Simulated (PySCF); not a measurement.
Compound: methanethial, CH2S.
SMILES: `C=S`

Vertical excitations from PySCF (density fitting, frozen core in the response, grid level 2 and gas phase unless stated; continuum runs use non-equilibrium linear response for the excitations) on a GFN2-xTB geometry. Reference run:

```csv
settings,"S1, eV (f)","S2, eV (f)","S3, eV (f)","S4, eV (f)","S5, eV (f)","S6, eV (f)","T1, eV (Tamm–Dancoff)",mean α (au)
"CAM-B3LYP/def2-SVPD, full TDDFT, 8 singlets",2.21 (0.000),6.27 (0.020),6.41 (0.207),6.78 (0.066),6.82 (0.004),7.31 (0.049),1.67,33.6
```

Task: What do these settings give: (1) HF/6-31G, fitting basis def2-universal-jkfit, CIS, 12 singlets; (2) mPW1PW91/6-31G, energy threshold 1e-08 Eh, TDA, 3 singlets?

Result: 
```
                                                      settings    S1, eV (f)    S2, eV (f)    S3, eV (f)    S4, eV (f)    S5, eV (f)     S6, eV (f)  T1, eV (Tamm–Dancoff)  mean α (au)
HF/6-31G, fitting basis def2-universal-jkfit, CIS, 12 singlets  2.80 (0.000)  6.99 (0.400)  7.08 (0.025)  8.86 (0.004)  9.76 (0.000)  10.45 (0.040)                      –         23.0
    mPW1PW91/6-31G, energy threshold 1e-08 Eh, TDA, 3 singlets  2.39 (0.000)  7.01 (0.029)  7.65 (0.299)             –             –              –                   1.80         22.3
```

(1) S1 moves by +0.59 eV; functional, basis and response scheme change together, so the shift can't be laid on one. (2) S1 moves by +0.18 eV; functional, basis and response scheme change together, so the shift can't be laid on one. States are counted by energy in each run and needn't keep their character from row to row.

Task: Which orbital pairs make up S1 in each run, and how does it sit against the orbital gap?

Result: 
| settings | S1 configurations (weight) | S1 (eV) | orbital gap (eV) | S1 − gap (eV) |
| --- | --- | --- | --- | --- |
| CAM-B3LYP/def2-SVPD, full TDDFT, 8 singlets | H→L 1.00 | 2.21 | 6.67 | -4.46 |
| HF/6-31G, fitting basis def2-universal-jkfit, CIS, 12 singlets | H→L 0.99 | 2.80 | 10.95 | -8.15 |
| mPW1PW91/6-31G, energy threshold 1e-08 Eh, TDA, 3 singlets | H→L 1.00 | 2.39 | 4.25 | -1.86 |

